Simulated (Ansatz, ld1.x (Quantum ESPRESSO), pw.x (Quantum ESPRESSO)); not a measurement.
# What a changed setting does to a pw.x run (bcc Os)

Potential: norm-conserving Troullier–Martins (Kleinman–Bylander form), ld1.x (Quantum ESPRESSO) 7.5, PBEsol; core [Xe] 4f14, reference 5d6 6s1 6p1; waves: 6p (bound): rc 3.65 bohr; 5d (bound): rc 2.60 bohr; 5f channel at -0.15 Ry: rc 3.70 bohr; 6s (bound): rc 1.85 bohr; local part: the s channel; core correction: a·sin(br)/r model core, default radius (core density twice the valence density).

The reference run (k-mesh 15³, cutoffs 70/280 Ry, Fermi–Dirac 0.01 Ry, mixing_beta 0.4, conv_thr 1e-9, no spin) gives -1.22 GPa at 14.348 Å³/atom, where all-electron LAPW gives 0.50 GPa. This run, with its own iteration cap, changes k-mesh points per axis to 8.

```
&control
  calculation='scf', prefix='x', pseudo_dir='./', outdir='./tmp', tstress=.true., disk_io='none'
/
&system
  ibrav=0, nat=1, ntyp=1, ecutwfc=70, ecutrho=280, nbnd=11,
  occupations='smearing', smearing='fd', degauss=0.01
/
&electrons
  conv_thr=1e-09, mixing_beta=0.4, electron_maxstep=50
/
ATOMIC_SPECIES
Os 1.0 Os.UPF
CELL_PARAMETERS angstrom
  -1.53077182 1.53077182 1.53077182
  1.53077182 -1.53077182 1.53077182
  1.53077182 1.53077182 -1.53077182
ATOMIC_POSITIONS crystal
Os 0.0000 0.0000 0.0000
K_POINTS automatic
8 8 8 0 0 0
```

```bash
pw.x < Os.scf.in > Os.scf.out
```

Q: How does the run end?

A: It converges in 9 iterations; the free energy moves by -8.7 meV/atom and the pressure by +0.03 GPa.

```
Message from routine setup:
     using ibrav=0 with symmetry is DISCOURAGED, use correct ibrav instead
     lattice parameter (alat)  =       5.0104  a.u.
     unit-cell volume          =      96.8251 (a.u.)^3
     number of electrons       =         8.00
     number of Kohn-Sham states=           11
     kinetic-energy cutoff     =      70.0000  Ry
     charge density cutoff     =     280.0000  Ry
     scf convergence threshold =      1.0E-09
     Exchange-correlation= PBESOL
     number of k points=    29  Fermi-Dirac smearing, width (Ry)=  0.0100
     iteration #  1     ecut=    70.00 Ry     beta= 0.40
     total energy              =     -45.76943419 Ry
     estimated scf accuracy    <       0.06644720 Ry
     iteration #  2     ecut=    70.00 Ry     beta= 0.40
     total energy              =     -45.77073650 Ry
     estimated scf accuracy    <       0.00711103 Ry
     iteration #  3     ecut=    70.00 Ry     beta= 0.40
     total energy              =     -45.77220110 Ry
     estimated scf accuracy    <       0.00008731 Ry
     [... 3 iterations left out ...]
     iteration #  7     ecut=    70.00 Ry     beta= 0.40
     total energy              =     -45.77221146 Ry
     estimated scf accuracy    <          2.0E-09 Ry
     iteration #  8     ecut=    70.00 Ry     beta= 0.40
     total energy              =     -45.77221146 Ry
     estimated scf accuracy    <          8.8E-09 Ry
     iteration #  9     ecut=    70.00 Ry     beta= 0.40
     the Fermi energy is    18.9475 ev
!    total energy              =     -45.77221146 Ry
     estimated scf accuracy    <          3.0E-12 Ry
     smearing contrib. (-TS)   =      -0.00641953 Ry
     The total energy is F=E-TS. E is the sum of the following terms:
     one-electron contribution =      17.12301838 Ry
     hartree contribution      =       0.92845571 Ry
     xc contribution           =     -23.55941687 Ry
     ewald contribution        =     -40.25784915 Ry
     convergence has been achieved in   9 iterations
          total   stress  (Ry/bohr**3)                   (kbar)     P=      -11.97
     Message from routine punch:
     Nothing written, as per user request (disk_io='none')
```

The run took about 4.3 s on one core of a shared host (Neoverse-V2, 96 threads, 742 GiB, load 46).
